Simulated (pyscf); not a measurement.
Elementary routes open to F–SiH₂–O–SiH₃ (SMILES F[SiH2]O[SiH3]) + NH₃ (SMILES N) in the gas phase (singlet surface):
A. H₂N–SiH₂–O–SiH₂–F (SMILES N[SiH2]O[SiH2]F) + H₂ (SMILES [H][H]) (H–Si, H–N broken; N–Si, H–H formed)
B. H₂N–SiH(F)–O–SiH₃ (SMILES N[SiH](F)O[SiH3]) + H₂ (SMILES [H][H]) (H–Si, H–N broken; N–Si, H–H formed)

Optimised with ωB97X-D3(BJ)/def2-SVP in PySCF.

**Question.** Rank the routes by free-energy barrier at 1200 K, lowest first, for ωB97M-D3(BJ)/def2-TZVP energies (ideal gas, 1 atm, RRHO with modes under 100 cm⁻¹ raised to 100, one conformer, R ln 2 for chiral ones without a mode under 150 cm⁻¹).

**Answer.** B (80.1 kcal/mol), A (82.9 kcal/mol)

Route B is the fastest of these, ahead of the next by 2.8 kcal/mol. The most stable products are those of B (ΔG = -12.1 kcal/mol), so kinetics and thermodynamics agree. At 298 K B is still the fastest. A: On the reactant side the descent ends in a complex (not fully relaxed), 7.1 kcal/mol under the separated species and 43.0 kcal/mol under the saddle at ωB97X-D3(BJ)/def2-TZVP. B: On the reactant side the descent ends in an adduct with a N–Si contact (not fully relaxed), 7.6 kcal/mol under the separated species and 44.5 kcal/mol under the saddle at ωB97X-D3(BJ)/def2-TZVP. Only these routes are compared; each barrier is that of the saddle found, and lower ones may exist.
